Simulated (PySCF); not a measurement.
Run record: geometry optimisation, `CC#P` (C2H3P).

Computed with PBE0-D3(BJ)/def2-SVP geometry optimisation, gas phase (PySCF 2.14.0). Start geometry: GFN2-xTB. The input is one job of a driver script: a line of settings, then coordinates in Å.

Command:
```bash
OMP_NUM_THREADS=1 python probes_run.py task.json out
```

Input:
```
{"job": {"xc": "PBE0", "basis": "def2-SVP", "d3": "d3bj", "grid": 1, "shake": 0.01, "kind": "geom"}, "charge": 0, "multiplicity": 1}
C     -0.527850    -0.029990     0.006980
C      0.886340     0.003540    -0.016120
P      2.423190     0.019680    -0.040640
H     -0.900170    -0.540050    -0.869330
H     -0.916020    -0.503520     0.895850
H     -0.941320     1.020320    -0.021410
```

Problem. Estimate the output.

Solution. 
```
step   0  E = -418.92912515  max force = 0.030982
step   1  E = -418.93147536  max force = 0.003780
step   2  E = -418.93150171  max force = 0.000375
step   3  E = -418.93150352  max force = 0.000201
optimisation converged
```

Energies in Eh; «max force» is the largest Cartesian gradient component in Eh/bohr.

Problem. Give the first gradient maximum in eV/Å.

Solution. With 1 Eh/bohr = 51.422 eV/Å, 1.593 eV/Å.

Problem. How much energy does the optimisation release, in eV?

Solution. E(step 0) − E(last step) = 0.002378 Eh, which is 0.065 eV.

In short: final energy -418.93150 Eh after 3 steps; dipole 1.71 D.

Problem. Give the final coordinates.

Solution. 0.027 Å rms from the input after alignment:
```
atom  x, y, z in Å
C1    -0.6222   -0.0729    0.0118
C2     0.8306   -0.0498   -0.0025
P3     2.3775   -0.0222   -0.0227
H4    -1.0182   -0.5768   -0.8850
H5    -1.0010   -0.6102    0.8967
H6    -1.0336    0.9497    0.0352
```

Hardware: an Arm Neoverse V1 with one thread, on a shared host. Cost: 3.7 s wall, 0.28 GiB resident at most.
Labels such as C1 count atoms from 1, the log's own numbers from 0.
